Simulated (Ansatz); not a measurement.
Dimethyl sulfoxide + F• → `[CH2]S(C)=O`• + H–F  (hydrogen abstraction from a C–H bond)

Program: Ansatz. Geometries: PBE0-D4/def2-TZVP. ΔE: electronic, gas phase. CCSD(T)/CBS is the MP2 limit (def2-TZVPP, def2-QZVPP) plus CCSD(T) − MP2 in def2-TZVPP, frozen cores. This one scheme is used for every species, atoms too. Functionals use def2-TZVPP. Open shells (•) are unrestricted, without spin–orbit coupling. Spin–orbit coupling would lower the free atoms: a little for F.

`CS(C)=O`:

```xyz
10

C    -0.252   -0.161    1.325
S    -0.215   -0.975   -0.279
C     0.009    0.519   -1.255
O     1.061   -1.724   -0.348
H    -0.325   -0.949    2.075
H     0.675    0.398    1.464
H    -1.122    0.494    1.391
H     0.917    1.028   -0.927
H    -0.864    1.166   -1.154
H     0.116    0.203   -2.293
```

`[CH2]S(C)=O`•:

```xyz
9

C    -0.649    1.044   -0.834
S    -0.774    0.008    0.522
C     0.910   -0.639    0.557
O    -1.698   -1.111    0.260
H    -1.545    1.161   -1.430
H     0.088    1.838   -0.798
H     1.613    0.190    0.638
H     1.079   -1.215   -0.352
H     0.976   -1.277    1.437
```

H–F:

Z-matrix (Å, degrees):
```
F
H 1 0.920
```

```
       species  ωB97M-V energy (Eh)
     `CS(C)=O`           -553.19253
            F•            -99.74527
`[CH2]S(C)=O`•           -552.52470
           H–F           -100.46072
```

Problem. Work out ΔE.

Solution. ΔE = (-552.52470) + (-100.46072) − (-553.19253) − (-99.74527) = -0.04762 Eh = -29.9 kcal/mol. CCSD(T)/CBS gives -32.7 kcal/mol.

Problem. What do rigid-rotor, harmonic-oscillator terms from PBE0-D4/def2-TZVP frequencies (298.15 K, 1 bar) make of the CCSD(T)/CBS value? (An estimate is asked.)

Solution. Computed: ΔZPE = -2.9 kcal/mol, ΔH = -34.9 kcal/mol, ΔS = 20 J/(mol·K), ΔG = -36.3 kcal/mol. Open shells count their whole term as degenerate.

Largest T1 diagnostic among the species: 0.022.

In def2-TZVPP, CCSD(T) changes the Hartree–Fock value by −18.1 kcal/mol (the triples alone add −1.3 kcal/mol) and MP2 by −21.5 kcal/mol. From PBE to PBE0 (25 % exact exchange), in def2-TZVPP and without D4, ΔE moves by +6.3 kcal/mol.
